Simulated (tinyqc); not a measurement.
MP2 on RHF in the sto-3g basis, for LiH, spin multiplicity 1, step by step. Computed by tinyqc, a small Python program that keeps every step (integrals from PySCF). Settings: charge = 0, multiplicity = 1, basis = sto-3g, method = RHF, energy threshold = 1e-10, iteration cap = 86, orthogonalisation = symmetric, start = core, DIIS depth = 6. Command: `OMP_NUM_THREADS=1 python tinyqc.py 24907 24908 out.jsonl` (the two numbers bound the seeds that draw the settings). One thread of a shared host (Intel(R) Xeon(R) Processor @ 2.60GHz), about 0.1 s of CPU time with the checks. The early iterations of the SCF are left out here.

## One-electron integrals

Geometry (angstrom):
```
atom         x         y         z
Li    0.000000  0.000000  0.000000
H     0.000000  0.000000  1.680000
```

Basis sto-3g: exponents (1/bohr^2) and contraction coefficients of normalised primitives:
```
element  l (shell)   exponent  coefficient
Li           s (1)  16.119575     0.154329
Li           s (1)   2.936201     0.535328
Li           s (1)   0.794651     0.444635
Li           s (2)   0.636290    -0.099967
Li           s (2)   0.147860     0.399513
Li           s (2)   0.048089     0.700115
Li           p (3)   0.636290     0.155916
Li           p (3)   0.147860     0.607684
Li           p (3)   0.048089     0.391957
H            s (1)   3.425251     0.154329
H            s (1)   0.623914     0.535328
H            s (1)   0.168855     0.444635
```

Overlap, kinetic and nuclear-attraction integrals over the contracted functions; the nuclear repulsion is the sum of Za Zb / Rab.

nuclear repulsion = 0.94495931 hartree

overlap S, lower triangle:
```
           1Li 1s    1Li 2s   1Li 2px   1Li 2py   1Li 2pz     2H 1s
1Li 1s   1.000000
1Li 2s   0.241137  1.000000
1Li 2px  0.000000  0.000000  1.000000
1Li 2py  0.000000  0.000000  0.000000  1.000000
1Li 2pz  0.000000  0.000000  0.000000  0.000000  1.000000
2H 1s    0.056039  0.375341  0.000000  0.000000  0.497038  1.000000
```

kinetic energy T (hartree), lower triangle:
```
            1Li 1s    1Li 2s   1Li 2px   1Li 2py   1Li 2pz     2H 1s
1Li 1s    3.576786
1Li 2s   -0.020237  0.102163
1Li 2px   0.000000  0.000000  0.319682
1Li 2py   0.000000  0.000000  0.000000  0.319682
1Li 2pz   0.000000  0.000000  0.000000  0.000000  0.319682
2H 1s    -0.014280  0.036931  0.000000  0.000000  0.116373  0.760032
```

nuclear attraction V (hartree), lower triangle:
```
            1Li 1s     1Li 2s    1Li 2px    1Li 2py    1Li 2pz      2H 1s
1Li 1s   -8.297868
1Li 2s   -1.040296  -1.489293
1Li 2px   0.000000   0.000000  -1.448134
1Li 2py   0.000000   0.000000   0.000000  -1.448134
1Li 2pz  -0.014606  -0.117656   0.000000   0.000000  -1.542433
2H 1s    -0.239370  -0.681559   0.000000   0.000000  -0.913866  -2.169856
```

core Hamiltonian H = T + V (hartree), lower triangle:
```
            1Li 1s     1Li 2s    1Li 2px    1Li 2py    1Li 2pz      2H 1s
1Li 1s   -4.721081
1Li 2s   -1.060534  -1.387130
1Li 2px   0.000000   0.000000  -1.128452
1Li 2py   0.000000   0.000000   0.000000  -1.128452
1Li 2pz  -0.014606  -0.117656   0.000000   0.000000  -1.222751
2H 1s    -0.253650  -0.644628   0.000000   0.000000  -0.797493  -1.409824
```

## Two-electron integrals

Functions are numbered as in S; the eight-fold symmetry (ij|kl) = (ji|kl) = (kl|ij) leaves the list below.

Two-electron integrals (ij|kl) in chemists' order, unique and non-zero (hartree):
```
(11|11) 1.680395   (21|11) 0.265420   (21|21) 0.049941   (22|11) 0.397727
(22|21) 0.092860   (22|22) 0.290562   (31|31) 0.008981   (32|31) 0.013788
(32|32) 0.064184   (33|11) 0.396640   (33|21) 0.092880   (33|22) 0.290497
(33|33) 0.312946   (41|41) 0.008981   (42|41) 0.013788   (42|42) 0.064184
(43|43) 0.016869   (44|11) 0.396640   (44|21) 0.092880   (44|22) 0.290497
(44|33) 0.279207   (44|44) 0.312946   (51|51) 0.008981   (52|51) 0.013788
(52|52) 0.064184   (53|53) 0.016869   (54|54) 0.016869   (55|11) 0.396640
(55|21) 0.092880   (55|22) 0.290497   (55|33) 0.279207   (55|44) 0.279207
(55|55) 0.312946   (61|11) 0.059847   (61|21) 0.011321   (61|22) 0.021447
(61|33) 0.021196   (61|44) 0.021196   (61|51) 0.001342   (61|52) 0.002608
(61|55) 0.021959   (61|61) 0.002806   (62|11) 0.138400   (62|21) 0.032690
(62|22) 0.107877   (62|33) 0.102339   (62|44) 0.102339   (62|51) 0.005307
(62|52) 0.032002   (62|55) 0.118841   (62|61) 0.008853   (62|62) 0.066224
(63|31) 0.002639   (63|32) 0.012230   (63|53) 0.004944   (63|63) 0.004767
(64|41) 0.002639   (64|42) 0.012230   (64|54) 0.004944   (64|64) 0.004767
(65|11) 0.170831   (65|21) 0.040779   (65|22) 0.139659   (65|33) 0.130224
(65|44) 0.130224   (65|51) 0.008235   (65|52) 0.049004   (65|55) 0.158366
(65|61) 0.011491   (65|62) 0.093919   (65|65) 0.135103   (66|11) 0.314149
(66|21) 0.075497   (66|22) 0.273456   (66|33) 0.249540   (66|44) 0.249540
(66|51) 0.014005   (66|52) 0.103056   (66|55) 0.320979   (66|61) 0.021342
(66|62) 0.209551   (66|65) 0.308712   (66|66) 0.774606
```

## Orthogonalisation

S = U s U^T; symmetric (Loewdin) form X = U s^(-1/2) U^T, so that X^T S X = 1.

eigenvalues of S: 0.369982  0.799817  1.000000  1.000000  1.173423  1.656779

X, lower triangle:
```
            1Li 1s     1Li 2s   1Li 2px   1Li 2py    1Li 2pz     2H 1s
1Li 1s    1.023193
1Li 2s   -0.129804   1.100069
1Li 2px   0.000000   0.000000  1.000000
1Li 2py   0.000000   0.000000  0.000000  1.000000
1Li 2pz  -0.006025   0.100903  0.000000  0.000000   1.131734
2H 1s     0.010983  -0.257241  0.000000  0.000000  -0.336775  1.207252
```

## Iteration 7 (converged): orbitals

converged F (hartree), lower triangle:
```
            1Li 1s     1Li 2s   1Li 2px   1Li 2py    1Li 2pz      2H 1s
1Li 1s   -2.348235
1Li 2s   -0.640097  -0.224193
1Li 2px   0.000000   0.000000  0.163892
1Li 2py   0.000000   0.000000  0.000000  0.163892
1Li 2pz   0.014435  -0.098254  0.000000  0.000000   0.008339
2H 1s    -0.153249  -0.256673  0.000000  0.000000  -0.229728  -0.135204
```

Diagonalise F' = X^T F X, C = X C', fill 2 alpha and 2 beta electrons from the bottom; D = 2 C_occ C_occ^T. Each column has its largest component positive (the first on a tie).

F' = X^T F X (hartree), lower triangle:
```
           1          2         3         4          5         6
1  -2.295201
2  -0.355284  -0.012164
3   0.000000   0.000000  0.163892
4   0.000000   0.000000  0.000000  0.163892
5   0.020472   0.019192  0.000000  0.000000   0.163059
6  -0.021534  -0.262313  0.000000  0.000000  -0.303534  0.117419
```

orbital energies (hartree): MO1 -2.350821, MO2 -0.278355, MO3 0.077435, MO4 0.163892, MO5 0.163892, MO6 0.524855

coefficients C:
```
               MO1        MO2        MO3       MO4        MO5        MO6
1Li 1s    0.991314  -0.162389  -0.211008  0.000000   0.000000   0.101644
1Li 2s    0.033063   0.462129   0.798655  0.000000   0.000000  -0.671454
1Li 2px   0.000000   0.000000   0.000000  0.998671  -0.051536   0.000000
1Li 2py   0.000000   0.000000   0.000000  0.051536   0.998671   0.000000
1Li 2pz  -0.005777   0.343204  -0.610607  0.000000   0.000000  -0.955925
2H 1s     0.002736   0.554247  -0.146624  0.000000   0.000000   1.143885
```

D after iteration 7, lower triangle:
```
            1Li 1s    1Li 2s   1Li 2px   1Li 2py   1Li 2pz     2H 1s
1Li 1s    2.018147
1Li 2s   -0.084538  0.429312
1Li 2px   0.000000  0.000000  0.000000
1Li 2py   0.000000  0.000000  0.000000  0.000000
1Li 2pz  -0.122919  0.316827  0.000000  0.000000  0.235645
2H 1s    -0.174584  0.512447  0.000000  0.000000  0.380408  0.614393
```

Within a degenerate level the vectors are fixed only up to a rotation; this is one choice.

## Convergence

Stop when the energy changes by less than 1e-10 hartree and every element of the error matrix X^T (F D S - S D F) X is below 3e-06.

Course of the cycle:
```
iteration  E (hartree)     change  largest element of the error matrix
1          -7.83505928          -                             1.88e-01
2          -7.85737696  -2.23e-02                             2.38e-02
3          -7.85815401  -7.77e-04                             5.03e-03
4          -7.85829494  -1.41e-04                             1.22e-03
5          -7.85830452  -9.59e-06                             3.27e-05
6          -7.85830453  -2.72e-09                             3.49e-06
7          -7.85830453  -3.17e-11                             9.82e-08
```

PySCF RHF in the same basis = -7.85830453 hartree

Converged in 7 iterations.

## Integrals over molecular orbitals

(pq|rs) = sum C_ip C_jq C_kr C_ls (ij|kl), one index at a time.

one-electron integrals over orbitals h = C^T H C (hartree), lower triangle:
```
           1          2          3          4          5          6
1  -4.711763
2   0.102857  -1.462324
3   0.166044   0.030584  -1.120267
4   0.000000   0.000000   0.000000  -1.128452
5   0.000000   0.000000   0.000000   0.000000  -1.128452
6  -0.040147  -0.032051   0.028927   0.000000   0.000000  -0.964342
```

Two-electron integrals over orbitals (pq|rs), unique and non-zero (hartree):
```
(11|11) 1.658763    (21|11) -0.108352   (21|21) 0.012495    (22|11) 0.357337
(22|21) 0.005496    (22|22) 0.481790    (31|11) -0.139209   (31|21) 0.011008
(31|22) -0.014992   (31|31) 0.021757    (32|11) 0.015198    (32|21) -0.003150
(32|22) -0.049971   (32|31) 0.000128    (32|32) 0.013922    (33|11) 0.395259
(33|21) -0.010591   (33|22) 0.221431    (33|31) 0.001688    (33|32) 0.008540
(33|33) 0.336954    (41|41) 0.009817    (42|41) 0.007428    (42|42) 0.022997
(43|41) 0.010272    (43|42) 0.019359    (43|43) 0.041269    (44|11) 0.396326
(44|21) -0.004190   (44|22) 0.266254    (44|31) -0.004997   (44|32) 0.006682
(44|33) 0.281774    (44|44) 0.312946    (51|51) 0.009817    (52|51) 0.007428
(52|52) 0.022997    (53|51) 0.010272    (53|52) 0.019359    (53|53) 0.041269
(54|54) 0.016869    (55|11) 0.396326    (55|21) -0.004190   (55|22) 0.266254
(55|31) -0.004997   (55|32) 0.006682    (55|33) 0.281774    (55|44) 0.279207
(55|55) 0.312946    (61|11) 0.058629    (61|21) -0.009247   (61|22) -0.007252
(61|31) -0.003019   (61|32) 0.001963    (61|33) 0.010926    (61|44) 0.000851
(61|55) 0.000851    (61|61) 0.009359    (62|11) -0.050049   (62|21) 0.003977
(62|22) 0.122902    (62|31) 0.001403    (62|32) -0.035623   (62|33) -0.014316
(62|44) -0.020193   (62|55) -0.020193   (62|61) 0.000057    (62|62) 0.124855
(63|11) 0.018075    (63|21) -0.003293   (63|22) -0.051860   (63|31) 0.004315
(63|32) 0.010274    (63|33) 0.035964    (63|44) 0.002962    (63|55) 0.002962
(63|61) 0.004342    (63|62) -0.032710   (63|63) 0.026700    (64|41) -0.006155
(64|42) -0.019532   (64|43) -0.013552   (64|64) 0.019817    (65|51) -0.006155
(65|52) -0.019532   (65|53) -0.013552   (65|65) 0.019817    (66|11) 0.361305
(66|21) 0.002636    (66|22) 0.450400    (66|31) -0.011316   (66|32) -0.044297
(66|33) 0.240895    (66|44) 0.266977    (66|55) 0.266977    (66|61) -0.003633
(66|62) 0.128943    (66|63) -0.044459   (66|66) 0.450514
```

## Second-order Moller-Plesset energy

Hartree-Fock energy = -7.85830453 hartree

E2 = sum_ijab (ia|jb) [2 (ia|jb) - (ib|ja)] / (e_i + e_j - e_a - e_b) over occupied i, j and virtual a, b; the opposite-spin part is (ia|jb)^2 / denominator, the rest is same-spin, and SCS-MP2 scales them by 6/5 and 1/3.

Terms:
```
i  j  a  b    (ia|jb)    (ib|ja)  denominator       term
2  2  6  6   0.124855   0.124855    -1.606420  -0.009704
2  2  6  3  -0.035623  -0.035623    -1.159000  -0.001095
2  2  3  6  -0.035623  -0.035623    -1.159000  -0.001095
2  2  5  5   0.022997   0.022997    -0.884495  -0.000598
2  2  4  4   0.022997   0.022997    -0.884495  -0.000598
2  2  3  3   0.013922   0.013922    -0.711579  -0.000272
1  1  3  3   0.021757   0.021757    -4.856512  -0.000097
1  1  5  5   0.009817   0.009817    -5.029427  -0.000019
1  1  4  4   0.009817   0.009817    -5.029427  -0.000019
1  2  5  5   0.007428   0.007428    -2.956961  -0.000019
2  1  5  5   0.007428   0.007428    -2.956961  -0.000019
1  2  4  4   0.007428   0.007428    -2.956961  -0.000019
2  1  4  4   0.007428   0.007428    -2.956961  -0.000019
1  1  6  6   0.009359   0.009359    -5.751352  -0.000015
1  1  6  3  -0.003019  -0.003019    -5.303932  -1.72e-06
1  1  3  6  -0.003019  -0.003019    -5.303932  -1.72e-06
2  1  3  6   0.001963   0.001403    -3.231466  -1.53e-06
1  2  6  3   0.001963   0.001403    -3.231466  -1.53e-06
2  1  6  3   0.001403   0.001963    -3.231466  -3.66e-07
1  2  3  6   0.001403   0.001963    -3.231466  -3.66e-07
1  2  3  3   0.000128   0.000128    -2.784046  -5.86e-09
2  1  3  3   0.000128   0.000128    -2.784046  -5.86e-09
1  2  6  6   0.000057   0.000057    -3.678886  -8.94e-10
2  1  6  6   0.000057   0.000057    -3.678886  -8.94e-10
```

Pair energies (hartree; pair i-j sums ij and ji):
```
pair  opposite spin  same spin
1-1       -0.000154          0
2-1       -0.000078  -1.94e-07
2-2       -0.013362          0
```

MP2 correlation energy = -0.01359495 hartree

SCS-MP2 correlation energy = -0.01631378 hartree

MP2 total energy = -7.87189948 hartree
